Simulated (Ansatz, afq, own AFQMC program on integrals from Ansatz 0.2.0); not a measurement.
**BS⁺, triplet: AFQMC among the cluster methods**

```tsv
atom	x (Å)	y (Å)	z (Å)
B	0.0000	0.0000	0.0000
S	0.0000	0.0000	1.7033
```

Basis 6-31G. Noble-gas cores (and the filled d shells of Ga–Kr and In–Xe) are frozen. AFQMC by an in-house program on the Cholesky factors that Ansatz 0.2.0 writes for its CCSD(T) run. The CISD trial takes its coefficients from CCSD amplitudes. Released means that phaseless walkers are propagated on without the constraint, phases kept. Free projection: walkers drawn from exp(T), propagated without any constraint. Its projection time is finite, and what remains of the start isn't in its error. Error bars are statistical, one sigma.

Determinant: UHF, the one that the program's search chose, which needn't be the lowest solution. The geometry is a PBE0/def2-TZVP stationary point of this or a neighbouring charge and spin state.

Full CI on the same integrals is exact in this basis and with this determinant's frozen core.

Cautions: lower spins were not checked; the released energy hasn't reached full CI (16 meV above it at 2.40 1/Eh), so no released level is given (meV from the phaseless value at times in 1/Eh: 4 ± 6 at 0.24, 5 ± 5 at 0.51, -10 ± 6 at 0.99, -7 ± 6 at 1.62, -4 ± 6 at 2.40).

- T1 diagnostic: 0.0358
- weight of the determinant in the CISD state: 0.911
- ⟨S²⟩ of the determinant: 2.009
- size of the correlated space: 8 electrons in 16 orbitals

Reference: full CI, correlation energy -2.429 eV.

| level | E − E(reference) (kJ/mol) | share of correlation (%) |
| --- | --- | --- |
| HF | 234.4 | 0.00 |
| MP2 | 59.3 | 74.71 |
| CCSD | 14.2 | 93.96 |
| CCSD(T) | 2.8 | 98.79 |
| CCSDT | -0.6 | 100.27 |
| CCSDT(Q) | -0.5 | 100.22 |
| CCSDTQ | -0.2 | 100.06 |
| ph-AFQMC/HF | 6.6 ± 2.6 | 97.17 |
| ph-AFQMC/CISD | 1.9 ± 0.5 | 99.19 |
| free AFQMC | 0.1 ± 0.9 | 99.95 |

CCSDT and higher add their correlation energy to the determinant of the CCSD(T) run, since their own runs factorise the integrals more tightly (a shift of under 2 meV). Free projections are given only where their last times agree within the noise and don't stop above the reference; a slow remainder of the start can still hide under it. A walk keeps the symmetry of its determinant, which the program's search chose and which needn't be the lowest solution, so a lower state of the same spin and another symmetry isn't excluded.
